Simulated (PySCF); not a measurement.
Diatomics of O with the third period

PBE0 with double-zeta basis sets in PySCF, for the lowest determinant that a PBE0 search found; no spin–orbit coupling. De refers to high-spin ground-configuration atoms. A positive dipole means M(−)O(+).

```json
{"M": "Na", "basis": "aug-cc-pVDZ", "state (unpaired electrons)": "doublet (π ↑)", "Re (Å)": "2.060", "ωe (cm⁻¹)": "490", "De (eV)": "2.57", "μ (D)": "-8.15"}
{"M": "Al", "basis": "cc-pV(D+d)Z/cc-pVDZ", "state (unpaired electrons)": "doublet (σ ↑)", "Re (Å)": "1.630", "ωe (cm⁻¹)": "942", "De (eV)": "4.81", "μ (D)": "-3.89"}
{"M": "Si", "basis": "def2-SVP", "state (unpaired electrons)": "singlet (closed shell)", "Re (Å)": "1.523", "ωe (cm⁻¹)": "1261", "De (eV)": "7.63", "μ (D)": "-2.70"}
{"M": "P", "basis": "def2-SVP", "state (unpaired electrons)": "doublet (π ↑)", "Re (Å)": "1.493", "ωe (cm⁻¹)": "1270", "De (eV)": "5.58", "μ (D)": "-2.08"}
{"M": "S", "basis": "aug-cc-pV(D+d)Z/aug-cc-pVDZ", "state (unpaired electrons)": "triplet (π ↑↑)", "Re (Å)": "1.497", "ωe (cm⁻¹)": "1164", "De (eV)": "5.28", "μ (D)": "-1.51"}
```

The shortest bond is that of PO (1.493 Å), the longest that of NaO (2.060 Å). SiO is bound most strongly (7.63 eV) and NaO least (2.57 eV).

The rows differ in basis set, which adds steps of its own.

The state changes along the series, so neighbouring rows are not always alike in their bonding.

States were picked by a PBE0 search and need not be the measured ground states.
